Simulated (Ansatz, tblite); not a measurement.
# (AgCl)2 ring (Ag2Cl2): one state, many levels

One table from this session's results is given with a row withheld; the runs are named, their logs left out.

Method: as each input shows; program: Ansatz 0.2.0, Gaussian basis.

The runs, in order: GFN1-xTB, GFN2-xTB, PBE-D4/def2-TZVP, r2SCAN-D4/def2-TZVP, ωB97X-V/def2-TZVP, HF/def2-TZVP, r2SCAN0-D4/def2-TZVP, BHLYP-D4/def2-TZVP, LDA/def2-TZVP, B2PLYP/def2-TZVP, B3LYP-D4/def2-TZVP, PBE-D4/def2-SVP, PBE0-D4/def2-SVP, PBE0-D4/def2-TZVPD, PBE-D4/def2-TZVPD, r2SCAN-D4/def2-TZVPD, CCSD(T)/def2-TZVP, RPA/def2-TZVP.

2 further runs of the same task are left out: 2 set aside as unsound or not needed. Runs told in other sessions of the task aren't counted.

**The structure**

The singlet was relaxed beforehand with PBE0-D4/def2-SVP.

4 atoms, charge 0, spin multiplicity 1.

Bond lengths: Ag1–Cl2 2.508 Å, Ag1–Cl4 2.509 Å, Cl2–Ag3 2.509 Å, Ag3–Cl4 2.508 Å. Angles: Cl2–Ag1–Cl4 110.0°, Ag1–Cl2–Ag3 70.0°, Cl2–Ag3–Cl4 110.0°, Ag1–Cl4–Ag3 70.0°.

Ag takes a core potential in the def2 sets. No spin-orbit coupling is included.

PBE0-D4/def2-TZVP was run before; its log isn't repeated, and its numbers join the tables.

The first run:

Tight binding, by tblite at 300 K electronic temperature and without a spin-polarisation term:

```python
tblite.interface.Calculator('GFN1-xTB', numbers, positions, charge=0, uhf=0).singlepoint()
```

Tight binding, by tblite at 300 K electronic temperature and without a spin-polarisation term:

```python
tblite.interface.Calculator('GFN2-xTB', numbers, positions, charge=0, uhf=0).singlepoint()
```

start.molden holds the orbitals of an earlier run on this state, given as this run's starting guess.

The input, in.yaml:

```yaml
crystal:
  periodic: [false, false, false]
  atoms:
    - {symbol: Ag, position_ang: [-1.324395, 0.088337, -0.553884]}
    - {symbol: Cl, position_ang: [-0.793747, -0.008007, 1.895937]}
    - {symbol: Ag, position_ang: [1.324402, -0.086849, 0.553909]}
    - {symbol: Cl, position_ang: [0.793750, 0.006529, -1.895962]}
basis:
  gaussian: {orbitals: def2-TZVP, initial_orbitals: start.molden}
hamiltonian: {xc: pbe, dispersion: d4}
scf: {omitted_lower_state_checks: [starts]}
output: {orbitals: {seedname: orbitals}}
```

Run with:

```console
$ ansatz run in.yaml --threads 4 --pin off --events-out ev --progress --plain --max-ram 3916MiB
```

Among the steps run: PBE-D4/def2-TZVP; r2SCAN-D4/def2-TZVP; ωB97X-V/def2-TZVP; HF/def2-TZVP; r2SCAN0-D4/def2-TZVP; BHLYP-D4/def2-TZVP; LDA/def2-TZVP; B2PLYP/def2-TZVP; B3LYP-D4/def2-TZVP; PBE-D4/def2-SVP; PBE0-D4/def2-SVP; PBE0-D4/def2-TZVPD; PBE-D4/def2-TZVPD; r2SCAN-D4/def2-TZVPD; CCSD(T)/def2-TZVP; RPA/def2-TZVP.

One of the session's tables, all rows but one given; the rest of the session is left out.

It belongs to the step «Levels side by side». 

| level | HOMO (eV) | LUMO (eV) | gap (eV) |
| --- | --- | --- | --- |
| HF/def2-TZVP | -10.36 | 0.25 | 10.61 |
| LDA/def2-TZVP | -6.44 | -3.83 | 2.61 |
| PBE-D4/def2-SVP | -6.05 | -3.39 | 2.67 |
| PBE-D4/def2-TZVP | -6.17 | -3.49 | 2.68 |
| PBE-D4/def2-TZVPD | -6.22 | -3.53 | 2.69 |
| r2SCAN-D4/def2-TZVP | ? | ? | ? |
| r2SCAN-D4/def2-TZVPD | -6.38 | -3.24 | 3.14 |
| B3LYP-D4/def2-TZVP | -7.22 | -2.94 | 4.28 |
| PBE0-D4/def2-SVP | -7.32 | -2.49 | 4.84 |
| PBE0-D4/def2-TZVP | -7.42 | -2.56 | 4.86 |
| PBE0-D4/def2-TZVPD | -7.46 | -2.59 | 4.87 |
| r2SCAN0-D4/def2-TZVP | -7.58 | -2.40 | 5.18 |
| BHLYP-D4/def2-TZVP | -8.58 | -1.81 | 6.78 |
| ωB97X-V/def2-TZVP | -9.67 | -0.62 | 9.05 |

**Question.** Estimate the row for r2SCAN-D4/def2-TZVP.

As computed: HOMO (eV): -6.35; LUMO (eV): -3.21; gap (eV): 3.13. In the column «HOMO (eV)» it lies between r2SCAN-D4/def2-TZVPD (-6.38) and PBE-D4/def2-TZVPD (-6.22).
